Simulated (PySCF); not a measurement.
Proton affinity of dimethyl sulfoxide, site by site

Parent: dimethyl sulfoxide, `CS(C)=O` (C2H6OS). Numbering: `[CH3:1][S:2]([CH3:3])=[O:4]`

Level of theory: ωB97X-D3(BJ)/def2-TZVP single points in PySCF, grid level 2; every species was optimised with PBE0-D3(BJ)/def2-SVP. ωB97X-D3(BJ) is ωB97X-V with D3(BJ) in place of VV10. Thermal corrections: PBE0-D3(BJ)/def2-SVP frequencies, unscaled, ideal gas at 298.15 K and 1 bar, quasi-RRHO entropy.

```
                        site      product  PA / kJ/mol  GB / kJ/mol
O4 (oxygen on the chalcogen)  CS(C)=[OH+]          900          871
```

PA is −ΔH and GB is −ΔG of B + H⁺ → BH⁺ in the gas phase. Sites whose products fell apart, merged with another or lost in a GFN2-xTB screen aren't listed.

Measured values (NIST Chemistry WebBook, evaluated or the median of agreeing entries): proton affinity (−ΔH) 884 kJ/mol (computed 900, difference 16); gas-phase basicity (−ΔG) 854 kJ/mol (computed 871, difference 17).

Caveats: S2 is not listed: the run failed or kept an imaginary mode, or the ion rearranged or equalled another; a site not listed may be the best one.

Run with `OMP_NUM_THREADS=1 python redox_run.py task.json out` on 1 thread of Arm Neoverse V2, a shared host. Structures, frequencies and single points: 3 min of wall time.
